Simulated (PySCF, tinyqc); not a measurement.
G0W0 on RHF in the sto-3g basis, for HF, spin multiplicity 1, step by step. The lowest restricted solution is unstable here: a spin-polarised one lies 0.0003 hartree lower (PySCF). One step of it, computed by the program tinyqc.

Question. Iteration 1: building the Fock matrix. J_ij = sum D_kl (ij|kl), K_ij = sum D_kl (ik|jl); F = H + J - 0.5 K; E = tr D H + tr D J / 2 - 0.25 tr D K + E_nn.

D at the start, lower triangle:
```
            1F 1s      1F 2s    1F 2px    1F 2py    1F 2pz     2H 1s
1F 1s    2.101723
1F 2s   -0.428132   1.821690
1F 2px   0.000000   0.000000  2.000000
1F 2py   0.000000   0.000000  0.000000  2.000000
1F 2pz   0.052048  -0.194416  0.000000  0.000000  1.877492
2H 1s   -0.122982   0.376149  0.000000  0.000000  0.195833  0.108285
```

core Hamiltonian H = T + V (hartree), lower triangle:
```
             1F 1s       1F 2s     1F 2px     1F 2py     1F 2pz      2H 1s
1F 1s   -40.459467
1F 2s    -9.493064  -10.937389
1F 2px    0.000000    0.000000  -8.616301
1F 2py    0.000000    0.000000   0.000000  -8.616301
1F 2pz   -0.008535   -0.106199   0.000000   0.000000  -8.671918
2H 1s    -0.971182   -2.328751   0.000000   0.000000  -1.668375  -4.326017
```

Two-electron integrals (ij|kl) in chemists' order, unique and non-zero (hartree):
```
(11|11) 5.403501   (21|11) 0.841920   (21|21) 0.156299   (22|11) 1.268028
(22|21) 0.292344   (22|22) 0.926167   (31|31) 0.027998   (32|31) 0.043169
(32|32) 0.204588   (33|11) 1.264502   (33|21) 0.292403   (33|22) 0.925959
(33|33) 0.997514   (41|41) 0.027998   (42|41) 0.043169   (42|42) 0.204588
(43|43) 0.053770   (44|11) 1.264502   (44|21) 0.292403   (44|22) 0.925959
(44|33) 0.889973   (44|44) 0.997514   (51|51) 0.027998   (52|51) 0.043169
(52|52) 0.204588   (53|53) 0.053770   (54|54) 0.053770   (55|11) 1.264502
(55|21) 0.292403   (55|22) 0.925959   (55|33) 0.889973   (55|44) 0.889973
(55|55) 0.997514   (61|11) 0.086389   (61|21) 0.015915   (61|22) 0.029624
(61|33) 0.029579   (61|44) 0.029579   (61|51) 0.000633   (61|52) 0.001197
(61|55) 0.029718   (61|61) 0.001636   (62|11) 0.238684   (62|21) 0.055853
(62|22) 0.199865   (62|33) 0.196852   (62|44) 0.196852   (62|51) 0.003783
(62|52) 0.030688   (62|55) 0.205690   (62|61) 0.005777   (62|62) 0.055004
(63|31) 0.005603   (63|32) 0.034132   (63|53) 0.006306   (63|63) 0.007832
(64|41) 0.005603   (64|42) 0.034132   (64|54) 0.006306   (64|64) 0.007832
(65|11) 0.170733   (65|21) 0.040439   (65|22) 0.154972   (65|33) 0.148550
(65|44) 0.148550   (65|51) 0.007981   (65|52) 0.056442   (65|55) 0.167636
(65|61) 0.004339   (65|62) 0.052463   (65|65) 0.057573   (66|11) 0.428661
(66|21) 0.101916   (66|22) 0.421716   (66|33) 0.408721   (66|44) 0.408721
(66|51) 0.007825   (66|52) 0.090959   (66|55) 0.447328   (66|61) 0.010582
(66|62) 0.155673   (66|65) 0.173361   (66|66) 0.774606
```

nuclear repulsion = 3.91017644 hartree

Give: Coulomb J; exchange K; Fock matrix F; total energy of this density.

Answer.

Coulomb J (hartree), lower triangle:
```
          1F 1s    1F 2s  1F 2px  1F 2py  1F 2pz   2H 1s
1F 1s   20.6494
1F 2s    3.9518   9.7937
1F 2px   0.0000   0.0000  9.7832
1F 2py   0.0000   0.0000  0.0000  9.7832
1F 2pz  -0.0072  -0.0203  0.0000  0.0000  9.7883
2H 1s    0.4024   2.0573  0.0000  0.0000  1.5741  4.2884
```

exchange K (hartree), lower triangle:
```
          1F 1s    1F 2s  1F 2px  1F 2py  1F 2pz   2H 1s
1F 1s   11.0762
1F 2s    1.9484   3.1224
1F 2px   0.0000   0.0000  2.6257
1F 2py   0.0000   0.0000  0.0000  2.6257
1F 2pz   0.0045  -0.0809  0.0000  0.0000  2.5949
2H 1s    0.2031   0.7805  0.0000  0.0000  0.5162  0.4845
```

Fock matrix F (hartree), lower triangle:
```
           1F 1s    1F 2s   1F 2px   1F 2py   1F 2pz    2H 1s
1F 1s   -25.3481
1F 2s    -6.5155  -2.7049
1F 2px    0.0000   0.0000  -0.1459
1F 2py    0.0000   0.0000   0.0000  -0.1459
1F 2pz   -0.0180  -0.0860   0.0000   0.0000  -0.1810
2H 1s    -0.6703  -0.6617   0.0000   0.0000  -0.3524  -0.2799
```

total energy of this density = -98.184043 hartree
